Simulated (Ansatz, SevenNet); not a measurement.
For wurtzite AlN, the machine-learned potential SevenNet-0 (trained on PBE and PBE+U data) gives:

```
Item                             Result
------------------------------  -------
equilibrium lattice constant a  3.128 Å
c axis length                   5.014 Å
```

Q: What does HSE06 (plane waves, PAW; Ansatz, a program for electronic structure) give for the same quantities?

A: 
- lattice constant a: 3.105 Å (drops by 0.7 %)
- lattice parameter c: 4.969 Å (decreases by 0.9 %)

For comparison: lattice constant a 3.111 Å (measured, low temperature, extrapolated to low temperature; as tabulated in arXiv:1206.3780); lattice parameter c 4.979 Å (measured, low temperature, extrapolated to low temperature; as tabulated in arXiv:1206.3780).

Changes are worked out from the printed values.

Unless a cell is named, each level is at its own relaxed cell (SevenNet-0 10.62, HSE06 10.37 Å³/atom).

Ansatz's density-functional and Hartree–Fock values are scalar-relativistic unless marked +SOC, with PAW data made under PBE.
